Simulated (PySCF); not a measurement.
**Magnesium: a sound run and one with changed settings**

Sound run: Mg [Ne] 3s2, Mg⁺ [Ne] 3s1. Calculation: PySCF 2.14, in aug-cc-pVDZ; the non-relativistic Hamiltonian (point nucleus). In the sound run the correlated levels freeze [Ne]. The sound run starts from symmetry-adapted Hartree-Fock orbitals and uses a fine grid where one is needed.

Changed run: basis STO-3G. This setting is unsound on purpose.

| species | method | sound run (hartree) | changed run (hartree) | converged |
| --- | --- | --- | --- | --- |
| Mg | UHF | -199.60834 | -197.00735 | yes |
| Mg | r2SCAN | -200.03362 | -197.41337 | yes |
| Mg | M06-2X | -200.05016 | -197.46661 | yes |
| Mg | MP2 | -199.63003 | -197.02783 | yes |
| Mg | CCSD(T) | -199.64129 | -197.04357 | yes |
| Mg⁺ | UHF | -199.36492 | -196.96676 | yes |
| Mg⁺ | r2SCAN | -199.76196 | -197.32957 | yes |
| Mg⁺ | M06-2X | -199.76414 | -197.37156 | yes |

Ionisation energy of Mg:

| method | sound run (eV) | changed run (eV) |
| --- | --- | --- |
| UHF | 6.624 | 1.105 |
| r2SCAN | 7.392 | 2.280 |
| M06-2X | 7.783 | 2.586 |
| MP2 | 7.214 | 1.662 |
| SCS-MP2 | 7.332 | 1.773 |
| CCSD | 7.520 | 2.090 |
| CCSD(T) | 7.520 | 2.090 |
| CCSDT | 7.520 | 2.090 |
| FCI | 7.520 | 2.090 |

A minimal basis cannot let orbitals breathe on ionisation and holds almost no correlation.

For comparison, NIST gives 7.646 eV between the lowest levels.
